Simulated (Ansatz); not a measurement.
We consider fcc Cu, described by rVV10 (Ansatz, an electronic-structure program, PAW).

Run with plane-wave cutoff 520 eV, 26×26×26 k mesh, Fermi–Dirac smearing 0.05 eV, no spin polarisation, scalar-relativistic PAW data made under PBE.

Energies at three volumes about the minimum:

```csv
V (Å³/atom),E − E_lowest (meV/atom)
11.884,2.17
12.127,0.00
12.369,2.03
```

Question: Fit a parabola by hand: where is the minimum, what lattice constant follows, and what is the bulk modulus?

Answer: Slopes: (0.00 − 2.17)/(12.127 − 11.884) = -8.930 and (2.03 − 0.00)/(12.369 − 12.127) = 8.388 meV/Å³. Curvature E″ = 2 × (8.388 − (-8.930))/(12.369 − 11.884) = 71.414 meV/Å⁶. From the middle of the first interval, the slope vanishes at V0 = 12.0055 − (-8.930)/71.414 = 12.131 Å³/atom. B = V0 E″ = 12.131 × 71.414 meV/Å³ × 0.1602 GPa per meV/Å³ = 139 GPa. With 4 atoms in the cube, a = (4 × 12.131)^(1/3) = 3.647 Å. The full Birch–Murnaghan fit to all volumes gives V0 = 12.126 Å³/atom and B0 = 139 GPa.

Measured, for comparison: bulk modulus 144 GPa (0 K value with the zero-point phonon effect removed, our sources range from 140 to 145; as tabulated in Mejia-Rodriguez and Trickey (2018), arXiv:1807.09216); lattice constant a 3.595 Å (low-temperature or extrapolated to 0 K; zero-point anharmonic expansion removed; as tabulated in Csonka et al. (2009), arXiv:0903.4037). Computed (rounded) less measured: bulk modulus -3 % (-0.7 % to -4 % over the range).
